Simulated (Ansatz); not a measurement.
Ansatz (a program for electronic structure) input (B3LYP-D3(BJ)/def2-TZVP):

Ansatz 0.2 input:
```yaml
crystal:
  periodic: [false, false, false]
  atoms:
    - {symbol: C, position_ang: [-0.00837419, 0.00361154, 0.00130553]}
    - {symbol: C, position_ang: [-0.01147680, 0.75248694, 1.27563887]}
    - {symbol: C, position_ang: [-0.01138284, -0.76148151, 1.26586226]}
    - {symbol: C, position_ang: [0.75374004, 0.01272340, -1.26517065]}
    - {symbol: C, position_ang: [-0.76032083, 0.01286377, -1.27118421]}
    - {symbol: H, position_ang: [-0.91678208, 1.25987595, 1.57704835]}
    - {symbol: H, position_ang: [0.89213724, 1.26044980, 1.58101631]}
    - {symbol: H, position_ang: [-0.91650736, -1.27300022, 1.56057302]}
    - {symbol: H, position_ang: [0.89261748, -1.27266688, 1.56436633]}
    - {symbol: H, position_ang: [1.26421093, -0.88954877, -1.57039998]}
    - {symbol: H, position_ang: [1.26454220, 0.91935345, -1.55682630]}
    - {symbol: H, position_ang: [-1.26841327, -0.88962675, -1.57997225]}
    - {symbol: H, position_ang: [-1.26864086, 0.91944985, -1.56692408]}
basis:
  gaussian:
    orbitals: def2-TZVP
hamiltonian:
  xc: b3lyp
  dispersion: d3bj
relax: {f_tol: 0.002, max_steps: 150}
```

Output:

```
Functional definition: B3LYP
integrals: 0.11 GiB planned
1252 factors; their error is unknown
mean field: 1.11 GiB planned
mean field evaluation 1: about -5302.8962 eV, gradient 7.3e1 eV
mean field evaluation 2: about -5290.7295 eV, gradient 1.0e2 eV
mean field evaluation 4: about -5315.6002 eV, gradient 6.3e0 eV
mean field evaluation 8: about -5315.6469 eV, gradient 5.8e-2 eV
mean field evaluation 16: about -5315.6469 eV, gradient 8.1e-6 eV
mean field -5315.64686248 eV, -195.3464191214 hartree, gradient 8.1e-6 eV, S^2 0.000000; 0 other end points of the search recorded, 0 dependent functions left out
the calculation of the forces begins
reference -5315.64714462 eV, -195.3464294898 hartree; 19, 19 occupied and 184, 184 virtual orbitals, 1252 factors
relax step   1: F+E_penalty+E_count = -5316.05800420 eV  Δ(F+E_penalty+E_count) = +0.000e0 eV  max|allowed force component| = 2.338e-1 eV/Å  Δτ_max = 0.0000 Å  (27 SCF iters, accepted)
these checks for a lower state are left out or cut short: starts, cluster_reference, orbital_swaps, neighbouring_geometries, increment
integrals: 0.11 GiB planned
1252 factors; their error is unknown
mean field: 1.11 GiB planned
mean field -5315.65135956 eV, -195.3465843861 hartree, gradient 2.0e-5 eV, S^2 0.000000; 0 other end points of the search recorded, 0 dependent functions left out
the calculation of the forces begins
reference -5315.65164184 eV, -195.3465947594 hartree; 19, 19 occupied and 184, 184 virtual orbitals, 1252 factors
relax step   2: F+E_penalty+E_count = -5316.06260289 eV  Δ(F+E_penalty+E_count) = -4.599e-3 eV  max|allowed force component| = 1.689e-1 eV/Å  Δτ_max = 0.0044 Å  (30 SCF iters, accepted)
these checks for a lower state are left out or cut short: starts, cluster_reference, orbital_swaps, neighbouring_geometries, increment
integrals: 0.11 GiB planned
1252 factors; their error is unknown
mean field: 1.11 GiB planned
mean field -5315.65277301 eV, -195.3466363294 hartree, gradient 2.0e-5 eV, S^2 0.000000; 0 other end points of the search recorded, 0 dependent functions left out
the calculation of the forces begins
reference -5315.65305495 eV, -195.3466466904 hartree; 19, 19 occupied and 184, 184 virtual orbitals, 1252 factors
relax step   3: F+E_penalty+E_count = -5316.06440768 eV  Δ(F+E_penalty+E_count) = -1.805e-3 eV  max|allowed force component| = 7.511e-3 eV/Å  Δτ_max = 0.0056 Å  (30 SCF iters, accepted)
these checks for a lower state are left out or cut short: starts, cluster_reference, orbital_swaps, neighbouring_geometries, increment
integrals: 0.11 GiB planned
1252 factors; their error is unknown
mean field: 1.11 GiB planned
mean field evaluation 32: about -5315.6873 eV, gradient 5.3e-4 eV
mean field -5315.65282227 eV, -195.3466381395 hartree, gradient 2.0e-5 eV, S^2 0.000000; 0 other end points of the search recorded, 0 dependent functions left out
the calculation of the forces begins
reference -5315.65310416 eV, -195.3466484989 hartree; 19, 19 occupied and 184, 184 virtual orbitals, 1252 factors
relax step   4: F+E_penalty+E_count = -5316.06442447 eV  Δ(F+E_penalty+E_count) = -1.679e-5 eV  max|allowed force component| = 3.692e-3 eV/Å  Δτ_max = 0.0013 Å  (30 SCF iters, accepted)
these checks for a lower state are left out or cut short: starts, cluster_reference, orbital_swaps, neighbouring_geometries, increment
integrals: 0.11 GiB planned
1252 factors; their error is unknown
mean field: 1.11 GiB planned
mean field -5315.65285567 eV, -195.3466393669 hartree, gradient 2.0e-5 eV, S^2 0.000000; 0 other end points of the search recorded, 0 dependent functions left out
the calculation of the forces begins
reference -5315.65313757 eV, -195.3466497266 hartree; 19, 19 occupied and 184, 184 virtual orbitals, 1252 factors
relax step   5: F+E_penalty+E_count = -5316.06442512 eV  Δ(F+E_penalty+E_count) = -6.459e-7 eV  max|allowed force component| = 2.041e-3 eV/Å  Δτ_max = 0.0003 Å  (30 SCF iters, accepted)
these checks for a lower state are left out or cut short: starts, cluster_reference, orbital_swaps, neighbouring_geometries, increment
integrals: 0.11 GiB planned
1252 factors; their error is unknown
mean field: 1.11 GiB planned
mean field -5315.65283798 eV, -195.3466387168 hartree, gradient 2.0e-5 eV, S^2 0.000000; 0 other end points of the search recorded, 0 dependent functions left out
the calculation of the forces begins
reference -5315.65311988 eV, -195.3466490765 hartree; 19, 19 occupied and 184, 184 virtual orbitals, 1252 factors
relax step   6: F+E_penalty+E_count = -5316.06442559 eV  Δ(F+E_penalty+E_count) = -4.732e-7 eV  max|allowed force component| = 1.586e-4 eV/Å  Δτ_max = 0.0001 Å  (30 SCF iters, accepted)
integrals: 0.11 GiB planned
1252 factors; their error is unknown
mean field: 1.11 GiB planned
mean field evaluation 64: about -5315.6873 eV, gradient 4.9e-2 eV
mean field -5315.65283798 eV, -195.3466387168 hartree, gradient 2.0e-5 eV, S^2 0.000000; 1 other end points of the search recorded, 0 dependent functions left out
the calculation of the forces begins
reference -5315.65311988 eV, -195.3466490765 hartree; 19, 19 occupied and 184, 184 virtual orbitals, 1252 factors
Total energy: -5316.06470749 eV, -195.3617746422 hartree
Atom 0 at    -0.007302     0.004180     0.001179 Å, force     0.000159     0.000087    -0.000001 eV/Å
Atom 1 at    -0.011464     0.758699     1.270937 Å, force     0.000025     0.000068     0.000065 eV/Å
Atom 2 at    -0.011320    -0.767461     1.260605 Å, force    -0.000108    -0.000118     0.000043 eV/Å
Atom 3 at     0.759922     0.012808    -1.260920 Å, force     0.000048    -0.000030    -0.000070 eV/Å
Atom 4 at    -0.766264     0.012718    -1.265904 Å, force    -0.000139    -0.000016    -0.000038 eV/Å
Atom 5 at    -0.923943     1.257797     1.572932 Å, force     0.000029     0.000025    -0.000034 eV/Å
Atom 6 at     0.898972     1.257941     1.578806 Å, force    -0.000023     0.000004     0.000047 eV/Å
Atom 7 at    -0.923707    -1.270776     1.555801 Å, force     0.000023    -0.000014     0.000040 eV/Å
Atom 8 at     0.899207    -1.270654     1.561698 Å, force    -0.000024    -0.000009    -0.000023 eV/Å
Atom 9 at     1.262190    -0.896557    -1.567025 Å, force     0.000054     0.000031     0.000059 eV/Å
Atom 10 at     1.262062     0.926326    -1.554620 Å, force    -0.000019    -0.000023    -0.000070 eV/Å
Atom 11 at    -1.266431    -0.896706    -1.575255 Å, force     0.000017     0.000021    -0.000068 eV/Å
Atom 12 at    -1.266571     0.926175    -1.562902 Å, force    -0.000042    -0.000025     0.000050 eV/Å
Dipole moment:     0.000000     0.000000    -0.000000 e Å
```
